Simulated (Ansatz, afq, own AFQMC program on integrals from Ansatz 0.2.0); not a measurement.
Integrals from Ansatz 0.2.0, then the random walk in our own AFQMC program (afq).

```yaml
crystal:
  periodic: [false, false, false]
  atoms:
    - {symbol: Rh, position_ang: [0.000000, 0.000000, 0.000000]}
basis:
  gaussian: {orbitals: def2-TZVP}
magnetization: {spin_polarized: true, initial_magnetization: 3}
correlation: {method: ccsd_t, electrons: outside_noble_gas, hamiltonian_folder: ham}
```

```sh
$ ansatz run in.yaml --threads 1 --pin off --events-out ev --progress --plain --max-ram 15360MiB --backend cuda --devices 0, --max-vram 18GiB
```

Options of the walk:

```
--method free --trial cisd --walkers 4000 --time-step 0.03 --max-blocks 4000 --target-error 0.00022 --factor-cut 1e-05 --seed 5183 --times 0,0.3,0.6,1.2,1.8,2.4,3.6,4.8,6 --taylor-order 8
```

Times are imaginary, in 1/Eh. The walk had a cap of 61 s. Core potentials past Kr, no spin–orbit coupling.

Output of the walk:

```
orbitals 36  electrons 6 3  factors 261 of 261
reference energy -109.74319336 Eh
CCSD correlation -0.18138002 Eh in 9 cycles, weight of the determinant in the CISD state 0.9452
repeat  energy at the last time / Eh  error
    10  -109.928851  0.000108
    20  -109.928652  0.000086
    30  -109.928665  0.000069
time / (1/Eh)  energy / Eh  error  mean overlap
  0.00  -109.924597  0.000017  1.0581
  0.30  -109.927069  0.000025  1.0580
  0.60  -109.927823  0.000020  1.0586
  1.20  -109.928327  0.000027  1.0575
  1.80  -109.928494  0.000022  1.0569
  2.40  -109.928588  0.000028  1.0539
  3.60  -109.928621  0.000039  1.0518
  4.80  -109.928688  0.000053  1.0524
  6.00  -109.928674  0.000068  1.0674
energy -109.928674 +/- 0.000068 Eh
```

The run passed its tests (error under three times the target), which doesn't prove that it has relaxed.

Against this walk (error 1.8 meV) on the same determinant: CCSD(T) 11.2 meV higher, CCSDT(Q) 0.9 meV lower (within the noise). The error is statistical, and a free projection of finite length keeps a remainder of its start.

Cautions: remainder of the start not in the error; no spin-orbit coupling; outer-core shells of the metal frozen.

The walk took 36 s on 1 × NVIDIA H100 80GB HBM3 with 2 threads of AMD EPYC 7R13 Processor (Zen 3), on a shared host (the card was shared). The log's last line is the free-projection energy.

CCSDT and higher add their correlation energy to the determinant of the CCSD(T) run, since their own runs factorise the integrals more tightly (a shift of under 2 meV).
